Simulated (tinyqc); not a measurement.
UKS/exchange-only LDA in the sto-6g basis, for LiH+, spin multiplicity 2, step by step (part 1 of 2). Computed by tinyqc, a small Python program that keeps every step (integrals from PySCF). Settings: charge = 1, multiplicity = 2, basis = sto-6g, energy threshold = 1e-10, iteration cap = 73, orthogonalisation = symmetric, start = core, DIIS depth = 4, method = UKS, functional = Slater exchange alone, grid = [10, 86]. Command: `OMP_NUM_THREADS=1 python tinyqc.py 21034 21035 out.jsonl` (the two numbers bound the seeds that draw the settings). One thread of a shared host (Intel(R) Xeon(R) Processor @ 2.60GHz), about 2 s of CPU time with the checks. Later iterations appear only in the table of the cycle.

## One-electron integrals

Geometry (angstrom):
```
atom         x         y         z
Li    0.000000  0.000000  0.000000
H     0.000000  0.000000  3.158000
```

Basis sto-6g: exponents (1/bohr^2) and contraction coefficients of normalised primitives:
```
element  l (shell)    exponent  coefficient
Li           s (1)  167.175846     0.009164
Li           s (1)   30.651508     0.049361
Li           s (1)    8.575187     0.168538
Li           s (1)    2.945808     0.370563
Li           s (1)    1.143944     0.416492
Li           s (1)    0.471139     0.130334
Li           s (2)    6.597564    -0.013253
Li           s (2)    1.305830    -0.046992
Li           s (2)    0.405851    -0.033785
Li           s (2)    0.156146     0.250242
Li           s (2)    0.067814     0.595117
Li           s (2)    0.031084     0.240706
Li           p (3)    6.597564     0.003760
Li           p (3)    1.305830     0.037679
Li           p (3)    0.405851     0.173897
Li           p (3)    0.156146     0.418036
Li           p (3)    0.067814     0.425860
Li           p (3)    0.031084     0.101708
H            s (1)   35.523221     0.009164
H            s (1)    6.513144     0.049361
H            s (1)    1.822143     0.168538
H            s (1)    0.625955     0.370563
H            s (1)    0.243077     0.416492
H            s (1)    0.100112     0.130334
```

Overlap, kinetic and nuclear-attraction integrals over the contracted functions; the nuclear repulsion is the sum of Za Zb / Rab.

nuclear repulsion = 0.50270159 hartree

overlap S, order 1Li 1s, 1Li 2s, 1Li 2px, 1Li 2py, 1Li 2pz, 2H 1s:
```
[[1.000000, 0.235742, 0.000000, 0.000000, 0.000000, 0.002098],
 [0.235742, 1.000000, 0.000000, 0.000000, 0.000000, 0.107572],
 [0.000000, 0.000000, 1.000000, 0.000000, 0.000000, 0.000000],
 [0.000000, 0.000000, 0.000000, 1.000000, 0.000000, 0.000000],
 [0.000000, 0.000000, 0.000000, 0.000000, 1.000000, 0.167445],
 [0.002098, 0.107572, 0.000000, 0.000000, 0.167445, 1.000000]]
```

kinetic energy T (hartree), order 1Li 1s, 1Li 2s, 1Li 2px, 1Li 2py, 1Li 2pz, 2H 1s:
```
[[3.616742, -0.110723, 0.000000, 0.000000, 0.000000, -0.001077],
 [-0.110723, 0.106524, 0.000000, 0.000000, 0.000000, -0.003176],
 [0.000000, 0.000000, 0.320007, 0.000000, 0.000000, 0.000000],
 [0.000000, 0.000000, 0.000000, 0.320007, 0.000000, 0.000000],
 [0.000000, 0.000000, 0.000000, 0.000000, 0.320007, 0.002476],
 [-0.001077, -0.003176, 0.000000, 0.000000, 0.002476, 0.768522]]
```

nuclear attraction V (hartree), order 1Li 1s, 1Li 2s, 1Li 2px, 1Li 2py, 1Li 2pz, 2H 1s:
```
[[-8.234712, -0.867864, 0.000000, 0.000000, -0.004370, -0.007742],
 [-0.867864, -1.366810, 0.000000, 0.000000, -0.049235, -0.134239],
 [0.000000, 0.000000, -1.356593, 0.000000, 0.000000, 0.000000],
 [0.000000, 0.000000, 0.000000, -1.356593, 0.000000, 0.000000],
 [-0.004370, -0.049235, 0.000000, 0.000000, -1.387082, -0.210860],
 [-0.007742, -0.134239, 0.000000, 0.000000, -0.210860, -1.742261]]
```

core Hamiltonian H = T + V (hartree), order 1Li 1s, 1Li 2s, 1Li 2px, 1Li 2py, 1Li 2pz, 2H 1s:
```
[[-4.617969, -0.978587, 0.000000, 0.000000, -0.004370, -0.008819],
 [-0.978587, -1.260286, 0.000000, 0.000000, -0.049235, -0.137416],
 [0.000000, 0.000000, -1.036585, 0.000000, 0.000000, 0.000000],
 [0.000000, 0.000000, 0.000000, -1.036585, 0.000000, 0.000000],
 [-0.004370, -0.049235, 0.000000, 0.000000, -1.067074, -0.208384],
 [-0.008819, -0.137416, 0.000000, 0.000000, -0.208384, -0.973739]]
```

## Two-electron integrals

Functions are numbered as in S; the eight-fold symmetry (ij|kl) = (ji|kl) = (kl|ij) leaves the list below.

Two-electron integrals (ij|kl) in chemists' order, unique and non-zero (hartree):
```
(11|11) 1.681247   (21|11) 0.242603   (21|21) 0.044507   (22|11) 0.397190
(22|21) 0.090279   (22|22) 0.290625   (31|31) 0.009437   (32|31) 0.014261
(32|32) 0.064236   (33|11) 0.397190   (33|21) 0.090279   (33|22) 0.290625
(33|33) 0.313125   (41|41) 0.009437   (42|41) 0.014261   (42|42) 0.064236
(43|43) 0.016875   (44|11) 0.397190   (44|21) 0.090279   (44|22) 0.290625
(44|33) 0.279374   (44|44) 0.313125   (51|51) 0.009437   (52|51) 0.014261
(52|52) 0.064236   (53|53) 0.016875   (54|54) 0.016875   (55|11) 0.397190
(55|21) 0.090279   (55|22) 0.290625   (55|33) 0.279374   (55|44) 0.279374
(55|55) 0.313125   (61|11) 0.002048   (61|21) 0.000373   (61|22) 0.000786
(61|33) 0.000774   (61|44) 0.000774   (61|51) 0.000051   (61|52) 0.000111
(61|55) 0.000808   (61|61) 3.49e-06   (62|11) 0.023330   (62|21) 0.005473
(62|22) 0.021742   (62|33) 0.020532   (62|44) 0.020532   (62|51) 0.000729
(62|52) 0.006523   (62|55) 0.024161   (62|61) 0.000057   (62|62) 0.004807
(63|31) 0.000191   (63|32) 0.001292   (63|53) 0.000634   (63|63) 0.000146
(64|41) 0.000191   (64|42) 0.001292   (64|54) 0.000634   (64|64) 0.000146
(65|11) 0.035026   (65|21) 0.008238   (65|22) 0.033170   (65|33) 0.031163
(65|44) 0.031163   (65|51) 0.001148   (65|52) 0.010353   (65|55) 0.037184
(65|61) 0.000087   (65|62) 0.007723   (65|65) 0.012431   (66|11) 0.167566
(66|21) 0.039502   (66|22) 0.166295   (66|33) 0.156573   (66|44) 0.156573
(66|51) 0.004369   (66|52) 0.048438   (66|55) 0.185736   (66|61) 0.000405
(66|62) 0.052920   (66|65) 0.086386   (66|66) 0.774999
```

## Orthogonalisation

S = U s U^T; symmetric (Loewdin) form X = U s^(-1/2) U^T, so that X^T S X = 1.

eigenvalues of S: [0.728642, 0.854062, 1.000000, 1.000000, 1.143937, 1.273359]

X, order 1Li 1s, 1Li 2s, 1Li 2px, 1Li 2py, 1Li 2pz, 2H 1s:
```
[[1.021890, -0.123018, 0.000000, 0.000000, -0.001292, 0.009099],
 [-0.123018, 1.026549, 0.000000, 0.000000, 0.007228, -0.056995],
 [0.000000, 0.000000, 1.000000, 0.000000, 0.000000, 0.000000],
 [0.000000, 0.000000, 0.000000, 1.000000, 0.000000, 0.000000],
 [-0.001292, 0.007228, 0.000000, 0.000000, 1.010832, -0.085886],
 [0.009099, -0.056995, 0.000000, 0.000000, -0.085886, 1.015459]]
```

## Starting guess

The start is the orbitals of the core Hamiltonian; D(s) = C_occ C_occ^T for each spin.

D(alpha) at the start, order 1Li 1s, 1Li 2s, 1Li 2px, 1Li 2py, 1Li 2pz, 2H 1s:
```
[[1.044650, -0.179309, 0.000000, 0.000000, -0.090729, -0.016000],
 [-0.179309, 0.710669, 0.000000, 0.000000, 0.443887, 0.092773],
 [0.000000, 0.000000, 0.000000, 0.000000, 0.000000, 0.000000],
 [0.000000, 0.000000, 0.000000, 0.000000, 0.000000, 0.000000],
 [-0.090729, 0.443887, 0.000000, 0.000000, 0.277706, 0.058104],
 [-0.016000, 0.092773, 0.000000, 0.000000, 0.058104, 0.012166]]
```

D(beta) at the start, order 1Li 1s, 1Li 2s, 1Li 2px, 1Li 2py, 1Li 2pz, 2H 1s:
```
[[1.014815, -0.033813, 0.000000, 0.000000, 0.000295, 0.003045],
 [-0.033813, 0.001127, 0.000000, 0.000000, -0.000010, -0.000101],
 [0.000000, 0.000000, 0.000000, 0.000000, 0.000000, 0.000000],
 [0.000000, 0.000000, 0.000000, 0.000000, 0.000000, 0.000000],
 [0.000295, -0.000010, 0.000000, 0.000000, 0.000000, 0.000001],
 [0.003045, -0.000101, 0.000000, 0.000000, 0.000001, 0.000009]]
```

## Iteration 1: exchange-correlation on the grid

Becke grid with 10 radial and 86 angular points per atom, points of zero weight dropped. rho = sum D_ij phi_i phi_j; V_xc,ij = sum w v_xc phi_i phi_j; v_xc is d(rho eps)/d rho(s) for spin s.

The 12 grid points with the largest w rho, of 1716 (bohr, atomic units):
```
x                  y          z         w  rho(alpha)  rho(beta)     eps_xc  v_xc(alpha)
0.000000    0.000000   2.381389  1.049042    0.013524   4.11e-06  -0.221638    -0.295601
0.000000   -0.891218   2.208335  1.075651    0.012458   4.06e-06  -0.215646    -0.287615
-0.891218   0.000000   2.208335  1.075651    0.012458   4.06e-06  -0.215646    -0.287615
0.891218    0.000000   2.208335  1.075651    0.012458   4.06e-06  -0.215646    -0.287615
0.000000    0.891218   2.208335  1.075651    0.012458   4.06e-06  -0.215646    -0.287615
-0.375600  -0.375600  -0.375600  0.032958    0.190138   0.187497  -0.533843    -0.713438
0.375600    0.375600  -0.375600  0.032958    0.190138   0.187497  -0.533843    -0.713438
-0.375600   0.375600  -0.375600  0.032958    0.190138   0.187497  -0.533843    -0.713438
0.375600   -0.375600  -0.375600  0.032958    0.190138   0.187497  -0.533843    -0.713438
-0.451717  -0.122997  -0.451717  0.032772    0.190982   0.187493  -0.534243    -0.714492
0.122997   -0.451717  -0.451717  0.032772    0.190982   0.187493  -0.534243    -0.714492
0.451717   -0.122997  -0.451717  0.032772    0.190982   0.187493  -0.534243    -0.714492
```

electrons on the grid, sum of w rho = 3.000891

E_xc = sum of w rho eps_xc = -1.61958043 hartree

V_xc(alpha) (hartree), order 1Li 1s, 1Li 2s, 1Li 2px, 1Li 2py, 1Li 2pz, 2H 1s:
```
[[-0.973589, -0.112116, 0.000000, 0.000000, -0.007201, -0.001043],
 [-0.112116, -0.156192, 0.000000, 0.000000, -0.058650, -0.016255],
 [0.000000, 0.000000, -0.157684, 0.000000, 0.000000, 0.000000],
 [0.000000, 0.000000, 0.000000, -0.157684, 0.000000, 0.000000],
 [-0.007201, -0.058650, 0.000000, 0.000000, -0.153423, -0.025227],
 [-0.001043, -0.016255, 0.000000, 0.000000, -0.025227, -0.147013]]
```

V_xc(beta) (hartree), order 1Li 1s, 1Li 2s, 1Li 2px, 1Li 2py, 1Li 2pz, 2H 1s:
```
[[-0.963076, -0.101895, 0.000000, 0.000000, -0.000012, -0.000847],
 [-0.101895, -0.051886, 0.000000, 0.000000, 0.000027, -0.001153],
 [0.000000, 0.000000, -0.051749, 0.000000, 0.000000, 0.000000],
 [0.000000, 0.000000, 0.000000, -0.051749, 0.000000, 0.000000],
 [-0.000012, 0.000027, 0.000000, 0.000000, -0.051665, -0.001511],
 [-0.000847, -0.001153, 0.000000, 0.000000, -0.001511, -0.006986]]
```

## Iteration 1: building the Kohn-Sham matrix

J_ij = sum D_kl (ij|kl) with D = D(alpha) + D(beta); F = H + J + V_xc; E = tr D H + tr D J / 2 + E_xc + E_nn.

Coulomb J (hartree), order 1Li 1s, 1Li 2s, 1Li 2px, 1Li 2py, 1Li 2pz, 2H 1s:
```
[[3.762463, 0.572435, 0.000000, 0.000000, 0.011274, 0.004958],
 [0.572435, 1.076980, 0.000000, 0.000000, 0.057445, 0.075990],
 [0.000000, 0.000000, 1.073281, 0.000000, 0.000000, 0.000000],
 [0.000000, 0.000000, 0.000000, 1.073281, 0.000000, 0.000000],
 [0.011274, 0.057445, 0.000000, 0.000000, 1.084380, 0.115468],
 [0.004958, 0.075990, 0.000000, 0.000000, 0.115468, 0.569691]]
```

F(alpha) (hartree), order 1Li 1s, 1Li 2s, 1Li 2px, 1Li 2py, 1Li 2pz, 2H 1s:
```
[[-1.829095, -0.518268, 0.000000, 0.000000, -0.000297, -0.004905],
 [-0.518268, -0.339499, 0.000000, 0.000000, -0.050439, -0.077680],
 [0.000000, 0.000000, -0.120987, 0.000000, 0.000000, 0.000000],
 [0.000000, 0.000000, 0.000000, -0.120987, 0.000000, 0.000000],
 [-0.000297, -0.050439, 0.000000, 0.000000, -0.136117, -0.118143],
 [-0.004905, -0.077680, 0.000000, 0.000000, -0.118143, -0.551061]]
```

F(beta) (hartree), order 1Li 1s, 1Li 2s, 1Li 2px, 1Li 2py, 1Li 2pz, 2H 1s:
```
[[-1.818582, -0.508047, 0.000000, 0.000000, 0.006892, -0.004709],
 [-0.508047, -0.235192, 0.000000, 0.000000, 0.008238, -0.062579],
 [0.000000, 0.000000, -0.015053, 0.000000, 0.000000, 0.000000],
 [0.000000, 0.000000, 0.000000, -0.015053, 0.000000, 0.000000],
 [0.006892, 0.008238, 0.000000, 0.000000, -0.034359, -0.094427],
 [-0.004709, -0.062579, 0.000000, 0.000000, -0.094427, -0.411034]]
```

total energy of this density = -7.18010740 hartree

## Iteration 1: diagonalisation and new density

Diagonalise F' = X^T F X, C = X C', fill 2 alpha and 1 beta electrons from the bottom; D(s) = C_occ C_occ^T. Each column has its largest component positive (the first on a tie).

F' = X^T F X (alpha) (hartree):
```
[[-1.784858, -0.279304, 0.000000, 0.000000, 0.003886, 0.010661],
 [-0.279304, -0.247974, 0.000000, 0.000000, -0.043950, -0.032179],
 [0.000000, 0.000000, -0.120987, 0.000000, 0.000000, 0.000000],
 [0.000000, 0.000000, 0.000000, -0.120987, 0.000000, 0.000000],
 [0.003886, -0.043950, 0.000000, 0.000000, -0.123285, -0.060179],
 [0.010661, -0.032179, 0.000000, 0.000000, -0.060179, -0.540936]]
```

orbital energies (alpha) (hartree): [-1.834069, -0.553826, -0.210053, -0.120987, -0.120987, -0.099105]

coefficients C (alpha), order 1Li 1s, 1Li 2s, 1Li 2px, 1Li 2py, 1Li 2pz, 2H 1s:
```
[[0.985030, -0.021159, -0.277924, 0.000000, 0.000000, 0.107256],
 [0.057085, 0.060099, 0.962024, 0.000000, 0.000000, -0.374002],
 [0.000000, 0.000000, 0.000000, 0.995285, -0.096993, 0.000000],
 [0.000000, 0.000000, 0.000000, 0.096993, 0.995285, 0.000000],
 [0.002409, 0.066766, 0.380875, 0.000000, 0.000000, 0.937914],
 [-0.004866, 0.978588, -0.244433, 0.000000, 0.000000, -0.156391]]
```

F' = X^T F X (beta) (hartree):
```
[[-1.774889, -0.282833, 0.000000, 0.000000, 0.004107, 0.010441],
 [-0.282833, -0.140943, 0.000000, 0.000000, 0.015512, -0.035359],
 [0.000000, 0.000000, -0.015053, 0.000000, 0.000000, 0.000000],
 [0.000000, 0.000000, 0.000000, -0.015053, 0.000000, 0.000000],
 [0.004107, 0.015512, 0.000000, 0.000000, -0.021571, -0.059915],
 [0.010441, -0.035359, 0.000000, 0.000000, -0.059915, -0.400784]]
```

orbital energies (beta) (hartree): [-1.822502, -0.413614, -0.094589, -0.015053, -0.015053, -0.007482]

coefficients C (beta), order 1Li 1s, 1Li 2s, 1Li 2px, 1Li 2py, 1Li 2pz, 2H 1s:
```
[[0.987302, -0.018255, -0.282435, 0.000000, 0.000000, -0.067882],
 [0.049080, 0.054381, 0.999975, 0.000000, 0.000000, 0.258693],
 [0.000000, 0.000000, 0.000000, 0.831790, -0.555090, 0.000000],
 [0.000000, 0.000000, 0.000000, 0.555090, 0.831790, 0.000000],
 [-0.003621, 0.064196, -0.238110, 0.000000, 0.000000, 0.984063],
 [-0.003481, 0.980099, -0.102438, 0.000000, 0.000000, -0.266016]]
```

D(alpha) after iteration 1, order 1Li 1s, 1Li 2s, 1Li 2px, 1Li 2py, 1Li 2pz, 2H 1s:
```
[[0.970731, 0.054959, 0.000000, 0.000000, 0.000961, -0.025499],
 [0.054959, 0.006871, 0.000000, 0.000000, 0.004150, 0.058535],
 [0.000000, 0.000000, 0.000000, 0.000000, 0.000000, 0.000000],
 [0.000000, 0.000000, 0.000000, 0.000000, 0.000000, 0.000000],
 [0.000961, 0.004150, 0.000000, 0.000000, 0.004464, 0.065325],
 [-0.025499, 0.058535, 0.000000, 0.000000, 0.065325, 0.957659]]
```

D(beta) after iteration 1, order 1Li 1s, 1Li 2s, 1Li 2px, 1Li 2py, 1Li 2pz, 2H 1s:
```
[[0.974766, 0.048457, 0.000000, 0.000000, -0.003575, -0.003437],
 [0.048457, 0.002409, 0.000000, 0.000000, -0.000178, -0.000171],
 [0.000000, 0.000000, 0.000000, 0.000000, 0.000000, 0.000000],
 [0.000000, 0.000000, 0.000000, 0.000000, 0.000000, 0.000000],
 [-0.003575, -0.000178, 0.000000, 0.000000, 0.000013, 0.000013],
 [-0.003437, -0.000171, 0.000000, 0.000000, 0.000013, 0.000012]]
```

Within a degenerate level the vectors are fixed only up to a rotation; this is one choice.

## Iteration 2: exchange-correlation on the grid

As before.

The 12 grid points with the largest w rho, of 1716 (bohr, atomic units):
```
x                  y          z         w  rho(alpha)  rho(beta)     eps_xc  v_xc(alpha)
-0.375600   0.375600  -0.375600  0.032958    0.184787   0.185420  -0.530315    -0.706683
-0.375600  -0.375600  -0.375600  0.032958    0.184787   0.185420  -0.530315    -0.706683
0.375600   -0.375600  -0.375600  0.032958    0.184787   0.185420  -0.530315    -0.706683
0.375600    0.375600  -0.375600  0.032958    0.184787   0.185420  -0.530315    -0.706683
0.375600    0.375600   0.375600  0.032958    0.184997   0.184970  -0.530200    -0.706950
0.375600   -0.375600   0.375600  0.032958    0.184997   0.184970  -0.530200    -0.706950
-0.375600   0.375600   0.375600  0.032958    0.184997   0.184970  -0.530200    -0.706950
-0.375600  -0.375600   0.375600  0.032958    0.184997   0.184970  -0.530200    -0.706950
-0.451717   0.122997  -0.451717  0.032772    0.184777   0.185465  -0.530331    -0.706669
0.122997   -0.451717  -0.451717  0.032772    0.184777   0.185465  -0.530331    -0.706669
-0.122997   0.451717  -0.451717  0.032772    0.184777   0.185465  -0.530331    -0.706669
-0.122997  -0.451717  -0.451717  0.032772    0.184777   0.185465  -0.530331    -0.706669
```

electrons on the grid, sum of w rho = 2.994841

E_xc = sum of w rho eps_xc = -1.73141977 hartree

V_xc(alpha) (hartree), order 1Li 1s, 1Li 2s, 1Li 2px, 1Li 2py, 1Li 2pz, 2H 1s:
```
[[-0.955128, -0.103864, 0.000000, 0.000000, -0.000417, -0.000883],
 [-0.103864, -0.079944, 0.000000, 0.000000, -0.015065, -0.024363],
 [0.000000, 0.000000, -0.074793, 0.000000, 0.000000, 0.000000],
 [0.000000, 0.000000, 0.000000, -0.074793, 0.000000, 0.000000],
 [-0.000417, -0.015065, 0.000000, 0.000000, -0.089930, -0.040317],
 [-0.000883, -0.024363, 0.000000, 0.000000, -0.040317, -0.437427]]
```

V_xc(beta) (hartree), order 1Li 1s, 1Li 2s, 1Li 2px, 1Li 2py, 1Li 2pz, 2H 1s:
```
[[-0.955857, -0.103409, 0.000000, 0.000000, 0.000122, -0.000863],
 [-0.103409, -0.065935, 0.000000, 0.000000, 0.000893, -0.001486],
 [0.000000, 0.000000, -0.065840, 0.000000, 0.000000, 0.000000],
 [0.000000, 0.000000, 0.000000, -0.065840, 0.000000, 0.000000],
 [0.000122, 0.000893, 0.000000, 0.000000, -0.065725, -0.001956],
 [-0.000863, -0.001486, 0.000000, 0.000000, -0.001956, -0.007499]]
```

## Iteration 2: building the Kohn-Sham matrix

As before.

Coulomb J (hartree), order 1Li 1s, 1Li 2s, 1Li 2px, 1Li 2py, 1Li 2pz, 2H 1s:
```
[[3.494159, 0.521954, 0.000000, 0.000000, 0.004480, 0.004479],
 [0.521954, 0.961485, 0.000000, 0.000000, 0.048932, 0.099126],
 [0.000000, 0.000000, 0.951723, 0.000000, 0.000000, 0.000000],
 [0.000000, 0.000000, 0.000000, 0.951723, 0.000000, 0.000000],
 [0.004480, 0.048932, 0.000000, 0.000000, 0.981011, 0.155647],
 [0.004479, 0.099126, 0.000000, 0.000000, 0.155647, 1.096543]]
```

F(alpha) (hartree), order 1Li 1s, 1Li 2s, 1Li 2px, 1Li 2py, 1Li 2pz, 2H 1s:
```
[[-2.078939, -0.560498, 0.000000, 0.000000, -0.000306, -0.005224],
 [-0.560498, -0.378746, 0.000000, 0.000000, -0.015368, -0.062653],
 [0.000000, 0.000000, -0.159656, 0.000000, 0.000000, 0.000000],
 [0.000000, 0.000000, 0.000000, -0.159656, 0.000000, 0.000000],
 [-0.000306, -0.015368, 0.000000, 0.000000, -0.175994, -0.093054],
 [-0.005224, -0.062653, 0.000000, 0.000000, -0.093054, -0.314623]]
```

F(beta) (hartree), order 1Li 1s, 1Li 2s, 1Li 2px, 1Li 2py, 1Li 2pz, 2H 1s:
```
[[-2.079668, -0.560042, 0.000000, 0.000000, 0.000232, -0.005203],
 [-0.560042, -0.364736, 0.000000, 0.000000, 0.000589, -0.039776],
 [0.000000, 0.000000, -0.150703, 0.000000, 0.000000, 0.000000],
 [0.000000, 0.000000, 0.000000, -0.150703, 0.000000, 0.000000],
 [0.000232, 0.000589, 0.000000, 0.000000, -0.151788, -0.054693],
 [-0.005203, -0.039776, 0.000000, 0.000000, -0.054693, 0.115304]]
```

total energy of this density = -7.40684596 hartree

## Iteration 2: DIIS over 2 matrices

error matrix X^T (FDS - SDF) X (alpha):
```
[[0.000000, -0.028613, 0.000000, 0.000000, -0.001870, 0.007765],
 [0.028613, 0.000000, 0.000000, 0.000000, -0.000443, -0.023218],
 [0.000000, 0.000000, 0.000000, 0.000000, 0.000000, 0.000000],
 [0.000000, 0.000000, 0.000000, 0.000000, 0.000000, 0.000000],
 [0.001870, 0.000443, 0.000000, 0.000000, 0.000000, -0.030707],
 [-0.007765, 0.023218, 0.000000, 0.000000, 0.030707, 0.000000]]
```

B (overlaps of the stored error matrices):
```
[[8.0310156e-02, -1.6058816e-02],
 [-1.6058816e-02, 5.3657461e-03]]
```

Minimise |sum c_i e_i|^2 with sum c_i = 1: solve [B -1; -1 0][c; lambda] = [0; -1] with B_ij = tr e_i^T e_j summed over both spins, and take F = sum c_i F_i.

DIIS coefficients: [0.181882, 0.818118]

extrapolated F(alpha) (hartree), order 1Li 1s, 1Li 2s, 1Li 2px, 1Li 2py, 1Li 2pz, 2H 1s:
```
[[-2.033497, -0.552817, 0.000000, 0.000000, -0.000305, -0.005166],
 [-0.552817, -0.371607, 0.000000, 0.000000, -0.021747, -0.065386],
 [0.000000, 0.000000, -0.152623, 0.000000, 0.000000, 0.000000],
 [0.000000, 0.000000, 0.000000, -0.152623, 0.000000, 0.000000],
 [-0.000305, -0.021747, 0.000000, 0.000000, -0.168741, -0.097617],
 [-0.005166, -0.065386, 0.000000, 0.000000, -0.097617, -0.357627]]
```

extrapolated F(beta) (hartree), order 1Li 1s, 1Li 2s, 1Li 2px, 1Li 2py, 1Li 2pz, 2H 1s:
```
[[-2.032181, -0.550585, 0.000000, 0.000000, 0.001443, -0.005113],
 [-0.550585, -0.341175, 0.000000, 0.000000, 0.001980, -0.043924],
 [0.000000, 0.000000, -0.126030, 0.000000, 0.000000, 0.000000],
 [0.000000, 0.000000, 0.000000, -0.126030, 0.000000, 0.000000],
 [0.001443, 0.001980, 0.000000, 0.000000, -0.130430, -0.061920],
 [-0.005113, -0.043924, 0.000000, 0.000000, -0.061920, 0.019573]]
```
